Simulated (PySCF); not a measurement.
A GIAO shielding run with PySCF (density fitting, non-relativistic, gas phase) on `OCC1C=C1`, C₄H₆O:

```
{"job": {"kind": "nmr", "xc": "CAM-B3LYP", "basis": "pcSseg-2", "pop": false}, "charge": 0, "multiplicity": 1}
O     -1.912368     0.697479    -0.594981
C     -1.109935    -0.311120    -0.038368
C      0.342415    -0.185605    -0.439828
C      1.315626     0.632599     0.368245
C      1.456895    -0.654676     0.447874
H     -1.525572     1.542603    -0.342431
H     -1.174258    -0.337529     1.069845
H     -1.520134    -1.265935    -0.407431
H      0.477784    -0.229744    -1.534849
H      1.654059     1.629474     0.640062
H      1.995430    -1.517536     0.831792
```

Hardware: 1 thread of an Arm Neoverse N1, shared host. The job also computes ring-centre shieldings.

Q: How large is the calculation?

A: 38 electrons, 264 basis functions and 683 auxiliary functions.

Q: How long does it take?

A: 54 s of wall time, with 12 SCF cycles and 6 response iterations. Times on a shared host scatter by some tens of per cent.

Q: And these other runs on the same molecule and hardware: GIAO shielding at PBE0/pcSseg-1; spin–spin coupling at B3LYP/pcJ-1?

A: PBE0/pcSseg-1: 115 functions, 13 s; B3LYP/pcJ-1: 195 functions, 25 s.
